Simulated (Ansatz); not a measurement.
# HNC: how the atomization moves with the basis

HNC, singlet; coordinates (Å): N 0.000 0.000 0.055; C 0.000 0.000 -1.108; H 0.000 0.000 1.052. Quantity: atomization.

Ansatz 0.2.0, basis 6-31G or cc-pVDZ or cc-pVTZ; geometries are PBE0/def2-TZVP minima. Wave-function levels freeze the cores; HF, MP2 and coupled cluster are restricted for singlets and unrestricted otherwise, atoms included (their steps beyond CCSDT(Q) come from restricted open-shell runs), Kohn–Sham unrestricted where that lies lower. The reference is CCSDT(Q) or full CI (coupled cluster only where its series has nearly closed). Semilocal and hybrid functionals correlate all electrons outside any core potential and usually lie nearer their basis limit than the reference, so part of their error here is the reference's basis and frozen-core error; RPA and the MP2 part of double hybrids freeze the same cores as the reference. None of these values is a measured one. Energies are electronic, without zero-point terms. No spin–orbit coupling and no scalar relativity. The species are chosen: bound, without strong static correlation by their natural occupations or amplitudes, in their lowest spin state as far as vertical gaps and like structures tell, and with a ladder that closes on the reference, so errors are smaller than for species at large; levels whose determinant breaks symmetry or spin markedly are left out.

```
    level  6-31G (kcal/mol)  cc-pVDZ (kcal/mol)  cc-pVTZ (kcal/mol)
reference   243.4 (full CI)    266.9 (CCSDT(Q))    286.3 (CCSDT(Q))
  CCSD(T)             242.8               266.4               286.1
    CCSDT             243.0               266.4               285.7
      PBE             291.2               303.7               310.8
     PBE0             274.5               289.7               296.8
    B3LYP             276.8               290.8               298.8
  wB97M-V             279.5               295.3               300.7
   B2PLYP             266.2               284.9               296.7
```

From 6-31G to cc-pVTZ the reference moves by 42.9 kcal/mol and PBE by 19.6; the step from CCSD(T) to the reference is 0.6 in the first and 0.3 in the last.
